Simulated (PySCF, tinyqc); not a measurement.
RHF in the sto-3g basis, for BH, spin multiplicity 1, step by step. The lowest restricted solution is unstable here: a spin-polarised one lies 0.0086 hartree lower (PySCF). One step of it, computed by the program tinyqc.

Problem. Iteration 2: building the Fock matrix. J_ij = sum D_kl (ij|kl), K_ij = sum D_kl (ik|jl); F = H + J - 0.5 K; E = tr D H + tr D J / 2 - 0.25 tr D K + E_nn.

D after iteration 1, lower triangle:
```
            1B 1s      1B 2s    1B 2px    1B 2py    1B 2pz     2H 1s
1B 1s    2.147244
1B 2s   -0.550703   2.105436
1B 2px   0.000000   0.000000  0.000000
1B 2py   0.000000   0.000000  0.000000  0.000000
1B 2pz   0.127649  -0.535625  0.000000  0.000000  0.513185
2H 1s   -0.008882  -0.200860  0.000000  0.000000  0.689788  1.102225
```

core Hamiltonian H = T + V (hartree), lower triangle:
```
             1B 1s      1B 2s     1B 2px     1B 2py     1B 2pz      2H 1s
1B 1s   -12.708478
1B 2s    -3.291665  -3.793008
1B 2px    0.000000   0.000000  -2.966942
1B 2py    0.000000   0.000000   0.000000  -2.966942
1B 2pz   -0.014102  -0.131909   0.000000   0.000000  -3.059803
2H 1s    -0.553564  -1.332950   0.000000   0.000000  -1.285069  -2.389754
```

Two-electron integrals (ij|kl) in chemists' order, unique and non-zero (hartree):
```
(11|11) 2.923513   (21|11) 0.518376   (21|21) 0.109262   (22|11) 0.744229
(22|21) 0.193177   (22|22) 0.544804   (31|31) 0.020264   (32|31) 0.029996
(32|32) 0.120346   (33|11) 0.742491   (33|21) 0.193240   (33|22) 0.544682
(33|33) 0.586773   (41|41) 0.020264   (42|41) 0.029996   (42|42) 0.120346
(43|43) 0.031630   (44|11) 0.742491   (44|21) 0.193240   (44|22) 0.544682
(44|33) 0.523513   (44|44) 0.586773   (51|51) 0.020264   (52|51) 0.029996
(52|52) 0.120346   (53|53) 0.031630   (54|54) 0.031630   (55|11) 0.742491
(55|21) 0.193240   (55|22) 0.544682   (55|33) 0.523513   (55|44) 0.523513
(55|55) 0.586773   (61|11) 0.085495   (61|21) 0.017968   (61|22) 0.031909
(61|33) 0.031759   (61|44) 0.031759   (61|51) 0.001279   (61|52) 0.002374
(61|55) 0.032228   (61|61) 0.003045   (62|11) 0.218741   (62|21) 0.057733
(62|22) 0.180721   (62|33) 0.175438   (62|44) 0.175438   (62|51) 0.006335
(62|52) 0.039612   (62|55) 0.191113   (62|61) 0.010140   (62|62) 0.084893
(63|31) 0.005601   (63|32) 0.026617   (63|53) 0.007265   (63|63) 0.008990
(64|41) 0.005601   (64|42) 0.026617   (64|54) 0.007265   (64|64) 0.008990
(65|11) 0.209780   (65|21) 0.056077   (65|22) 0.185222   (65|33) 0.175447
(65|44) 0.175447   (65|51) 0.010865   (65|52) 0.063441   (65|55) 0.204569
(65|61) 0.010293   (65|62) 0.101672   (65|65) 0.128282   (66|11) 0.384333
(66|21) 0.103284   (66|22) 0.366662   (66|33) 0.345278   (66|44) 0.345278
(66|51) 0.013213   (66|52) 0.111040   (66|55) 0.408960   (66|61) 0.018430
(66|62) 0.224462   (66|65) 0.291314   (66|66) 0.774606
```

nuclear repulsion = 1.93695904 hartree

Give: Coulomb J; exchange K; Fock matrix F; total energy of this density.

Solution.

Coulomb J (hartree), lower triangle:
```
        1B 1s  1B 2s  1B 2px  1B 2py  1B 2pz  2H 1s
1B 1s   8.278
1B 2s   1.666  3.398
1B 2px  0.000  0.000   3.349
1B 2py  0.000  0.000   0.000   3.349
1B 2pz  0.000  0.073   0.000   0.000   3.485
2H 1s   0.276  1.197   0.000   0.000   1.275  2.743
```

exchange K (hartree), lower triangle:
```
        1B 1s   1B 2s  1B 2px  1B 2py  1B 2pz  2H 1s
1B 1s   5.943
1B 2s   1.062   1.305
1B 2px  0.000   0.000   0.289
1B 2py  0.000   0.000   0.000   0.289
1B 2pz  0.005  -0.086   0.000   0.000   0.963
2H 1s   0.184   0.592   0.000   0.000   0.704  1.299
```

Fock matrix F (hartree), lower triangle:
```
         1B 1s   1B 2s  1B 2px  1B 2py  1B 2pz   2H 1s
1B 1s   -7.402
1B 2s   -2.156  -1.047
1B 2px   0.000   0.000   0.237
1B 2py   0.000   0.000   0.000   0.237
1B 2pz  -0.017  -0.016   0.000   0.000  -0.056
2H 1s   -0.370  -0.432   0.000   0.000  -0.362  -0.296
```

total energy of this density = -24.72691 hartree
